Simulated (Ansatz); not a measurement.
P2H4: a line through the functionals

The species is P2H4 (6 atoms), meant as a singlet with charge 0. SMILES: `PP`. The coordinates come from a PBE0-D4/def2-TZVP relaxation. This is one conformer, not always the lowest.

The HOMO–LUMO gap y, in eV, basis aug-cc-pVDZ; a is the functional's share of exact exchange. Programs: Ansatz 0.2.0.

```
functional  program     a  y (eV)
       PBE   Ansatz     0    4.68
      BLYP   Ansatz     0    4.63
     B3LYP   Ansatz   0.2       ?
   r2SCAN0   Ansatz  0.25    6.84
      PBE0   Ansatz  0.25    6.47
     BHLYP   Ansatz   0.5    7.86
```

Task: Fit y = c + s·a to the known rows and predict B3LYP.

Result: 
1. Means of the 5 rows: a = 0.2000, y = 6.096.
2. Σ(Δa)² = 0.175, Σ(Δa·Δy) = 1.1615, so the slope is 1.1615/0.175 = 6.6371.
3. Intercept: 6.096 − (6.6371) × 0.2000 = 4.769. The largest residual of the fit is 0.41.
4. B3LYP: 4.769 + (6.6371) × 0.2 = 6.10 eV.

The run gave 6.06 eV, so the prediction is off by +0.04 eV, within the scatter of the fit. Exact exchange lowers occupied levels and raises empty ones.
